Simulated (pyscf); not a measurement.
`[F-]` + `[CH3][CH2][I]` -> `[FH]` + `[CH2]=[CH2]` + `[I-]` (concerted fragmentation; singlet surface; C–H, C–I broken, F–H formed). Optimised with ωB97X-D3(BJ)/def2-SVPD in PySCF. Energies in kcal/mol from the separated reactants.

| level | barrier | reaction energy |
|---|---|---|
| ωB97X-D3(BJ)/def2-TZVPD | -2.6 | -26.0 |
| PBE/def2-TZVPD | ? | -27.2 |
| r²SCAN/def2-TZVPD | -14.2 | -30.8 |
| B3LYP-D3(BJ)/def2-TZVPD | ? | ? |
| PBE0-D3(BJ)/def2-TZVPD | -10.7 | -29.0 |
| HF/def2-TZVPD | 4.4 | -50.1 |

Problem. Complete the blanks.

Solution. 
- PBE/def2-TZVPD, barrier: -14.4
- B3LYP-D3(BJ)/def2-TZVPD, barrier: -9.1
- B3LYP-D3(BJ)/def2-TZVPD, reaction energy: -30.1

On the reactant side the descent ends in a bound adduct (not fully relaxed), 17.9 kcal/mol under the separated species and 15.3 kcal/mol under the saddle at ωB97X-D3(BJ)/def2-TZVPD. On the product side the descent ends in a bound adduct (not fully relaxed), 19.6 kcal/mol under the separated species and 43.0 kcal/mol under the saddle at ωB97X-D3(BJ)/def2-TZVPD. At ωB97X-D3(BJ), PBE, r²SCAN, B3LYP-D3(BJ), PBE0-D3(BJ) the saddle lies under the separated reactants, which points to a path from their complex (located at ωB97X-D3(BJ) alone). This is the saddle that the search found; another between the same sides may lie lower. Elements past Kr carry the def2 core potentials, without spin-orbit coupling.
